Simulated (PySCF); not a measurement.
Species: sulfur trioxide, SO₃.
Atom-mapped SMILES: `[O:1]=[S:2](=[O:3])=[O:4]`

Level of theory: EOM-IP-CCSD/aug-cc-pVDZ in PySCF, restricted Hartree–Fock reference, frozen core, non-relativistic, gas phase, PBE0-D3(BJ)/def2-SVP geometry.

Hartree–Fock orbital energies give these Koopmans values (eV): HOMO 14.71, HOMO-1/HOMO-2 15.41, HOMO-3/HOMO-4 16.71, HOMO-5 20.38.

**Question.** What vertical ionisation energies does EOM-IP-CCSD give?

**Answer.** 
```json
{"leading hole (HF orbital)": "HOMO", "Koopmans (eV)": "14.71", "EOM-IP-CCSD (eV)": "12.55", "change (eV)": "-2.16", "one-hole share": "0.94"}
{"leading hole (HF orbital)": "HOMO-1/HOMO-2", "Koopmans (eV)": "15.41", "EOM-IP-CCSD (eV)": "13.96", "change (eV)": "-1.45", "one-hole share": "0.94"}
{"leading hole (HF orbital)": "HOMO-3/HOMO-4", "Koopmans (eV)": "16.71", "EOM-IP-CCSD (eV)": "14.73", "change (eV)": "-1.98", "one-hole share": "0.94"}
{"leading hole (HF orbital)": "HOMO-5", "Koopmans (eV)": "20.38", "EOM-IP-CCSD (eV)": "18.73", "change (eV)": "-1.65", "one-hole share": "0.91"}
```

**Question.** Does the order of the lines follow the orbital energies?

**Answer.** Yes, no two lines change places. The corrections run from -2.16 to -1.45 eV, with a mean of -1.81 eV over the 4 lines; no line lies above its Koopmans value. Koopmans values leave out both the relaxation of the orbitals and the change in correlation energy.

**Question.** At what kinetic energies would He I light (21.22 eV) eject these electrons?

**Answer.** 8.67 eV (HOMO), 7.26 eV (HOMO-1/HOMO-2), 6.49 eV (HOMO-3/HOMO-4), 2.49 eV (HOMO-5).

**Question.** What total energy has the lowest final state, and which wavelength reaches it?

**Answer.** E(CCSD) + ionisation energy = -622.76826 + 0.46135 = -622.30691 Eh, at the geometry of the initial state. The threshold wavelength is 1239.84 eV nm/12.55 eV = 98.8 nm.

One root was sought for each valence orbital with −ε under 21 eV, eight at most, so deeper holes and satellites are missing; no vibrational structure.
